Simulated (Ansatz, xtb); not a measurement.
Ligand exchange: BH(CH3)Cl + H2S → BH(CH3)(SH) + HCl

Species: BH(CH3)Cl, singlet; H2S (hydrogen sulfide) `S`, singlet; BH(CH3)(SH), singlet; HCl (hydrogen chloride), singlet. The partners trade Cl for SH: B–Cl and H–SH bonds give way to B–SH and H–Cl.

Shapes, held fixed at every level: PBE0-D4/def2-TZVP. Flexible molecules stand in one conformer, not always the lowest. Programs: Ansatz 0.2.0, xtb 6.7.1. The zero-point and thermal change to 298 K, harmonic and unscaled (PBE0-D4/def2-TZVP), is +1.6 kJ/mol.

(1) Estimate ΔH(298 K) of this reaction.

## Answers

(1) The highest level, CCSD(T)/CBS estimate, gives ΔH(298 K) = +6.1 kJ/mol; the levels span +0.5 to +18.9. The column of differences is taken from that level and isn't an error. No measured value is set beside it here. The CBS estimate extrapolates MP2 from def2-TZVPP and def2-QZVPP and adds CCSD(T) − MP2 in the triple-zeta set, cores frozen. Times are processor times on shared x86 and Arm servers, and rough.

```
                level                    kind  ΔH(298 K) (kJ/mol)  less CCSD(T)/CBS estimate  CPU time (sum over the molecules)
             GFN1-xTB          semi-empirical                +5.1                       -1.0                              0.1 s
          HF/def2-SVP            Hartree–Fock               +18.9                      +12.8                                  –
     SPW92/def2-TZVPP                     LDA                +0.5                       -5.6                              4.2 s
 r2SCAN-D4/def2-TZVPP                meta-GGA                +5.1                       -1.0                               15 s
r2SCAN0-D4/def2-TZVPP           global hybrid                +6.1                        0.0                               15 s
   wB97X-V/def2-TZVPP  range-separated hybrid                +8.3                       +2.2                               25 s
       MP2/def2-TZVPP     perturbation theory                +5.9                       -0.2                                  –
 CCSD(T)/CBS estimate   coupled cluster or CI                +6.1                        0.0                            2.2 min
```
